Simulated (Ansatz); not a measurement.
`O[SiH2][SiH2]` radical, 8 atoms. Total charge 0; spin multiplicity 2. All runs use 2 threads of a server CPU on a shared host. Correlated methods freeze the cores. Open-shell runs search over several starts.

**Question.** Give the basis size and wall time and peak host memory of each of these runs in Ansatz. UKS PBE0-D4/def2-QZVPP energy; UKS PBE0-D4/def2-TZVP frequencies; UKS PBE0-D4/def2-TZVP relaxation (10 steps); UKS r2SCAN-D4/def2-TZVPP energy and forces; UHF-CCSD(T)/def2-TZVPP energy; UKS PBE0-D4/def2-SVP energy; UKS B3LYP-D4/def2-TZVPP energy and forces; direct RPA on PBE orbitals/def2-TZVPP energy; UKS ωB97M-V/def2-QZVPP energy; UKS SPW92/def2-TZVPP energy; UKS ωB97M-V/def2-TZVPP energy and forces; UKS ωB97M-V/def2-SVP energy. (An estimate is asked.)

**Answer.** Ansatz gave: Other jobs shared the machine, so times are rough.

```csv
level,job,functions,wall time,peak host memory (GiB)
UKS SPW92/def2-TZVPP,energy,185,1.7 s,0.22
UKS PBE0-D4/def2-SVP,energy,75,1.9 s,0.17
UKS B3LYP-D4/def2-TZVPP,energy and forces,185,5.5 s,0.46
direct RPA on PBE orbitals/def2-TZVPP,energy,185,6.5 s,0.46
UKS r2SCAN-D4/def2-TZVPP,energy and forces,185,8.5 s,0.28
UKS ωB97M-V/def2-SVP,energy,75,8.5 s,0.33
UKS PBE0-D4/def2-QZVPP,energy,347,15 s,1.2
UKS ωB97M-V/def2-TZVPP,energy and forces,185,18 s,0.66
UKS ωB97M-V/def2-QZVPP,energy,347,35 s,1.5
UKS PBE0-D4/def2-TZVP,relaxation (10 steps),135,38 s,0.3
UKS PBE0-D4/def2-TZVP,frequencies,135,110 s,0.3
UHF-CCSD(T)/def2-TZVPP,energy,185,2.3 min,4.3
```

B3LYP here is the variant with VWN-RPA as its local correlation; programs differ in this.
